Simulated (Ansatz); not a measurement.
**Forms of AlBH$_{3}$ and their order**

Ansatz 0.2.0, basis cc-pVTZ; geometries are PBE0/def2-TZVP minima. Wave-function levels freeze the cores; HF, MP2 and coupled cluster are restricted for singlets and unrestricted otherwise, Kohn–Sham unrestricted where that lies lower. The reference is CCSDT(Q) (coupled cluster only where its series has nearly closed). Semilocal and hybrid functionals correlate all electrons outside any core potential and usually lie nearer their basis limit than the reference, so part of their error here is the reference's basis and frozen-core error; RPA and the MP2 part of double hybrids freeze the same cores as the reference. None of these values is a measured one. Energies are electronic, without zero-point terms. No spin–orbit coupling and no scalar relativity. The species are chosen: bound, without strong static correlation by their natural occupations or amplitudes, and with a ladder that closes on the reference, so errors are smaller than for species at large; levels whose determinant breaks symmetry or spin markedly are left out.

A. doublet; B–Al 1.995, B–H 1.197, Al–H 1.587, angles at Al 180°, angles at B 119/121°. Coordinates (Å): B 0.000 0.000 1.378; Al 0.000 0.000 -0.617; H 0.000 1.044 1.963; H 0.000 -1.044 1.963; H 0.000 0.000 -2.203
B. doublet; B–Al 2.037, B–H 1.188, Al–H 1.587, angles at Al 118/123°, angles at B 180°. Coordinates (Å): B 0.000 0.000 1.455; Al 0.000 0.000 -0.582; H 0.000 0.000 2.643; H 0.000 1.395 -1.338; H 0.000 -1.395 -1.338

Problem. From bonding and spin, estimate the order of these in energy at CCSDT(Q), each at its own geometry.

Solution. At CCSDT(Q), above the lowest of those listed: A (0.000 eV), B (0.711 eV).

```csv
level,B less A (eV)
CCSDT(Q),0.711
CCSD,0.643
CCSD(T),0.704
CCSDT,0.706
PBE,0.971
r2SCAN,0.847
PBE0,0.869
wB97M-V,0.773
RPA-PBE,0.679
```

Every level shown puts the same form lowest.

The geometries are PBE0's, not this basis's own minima.
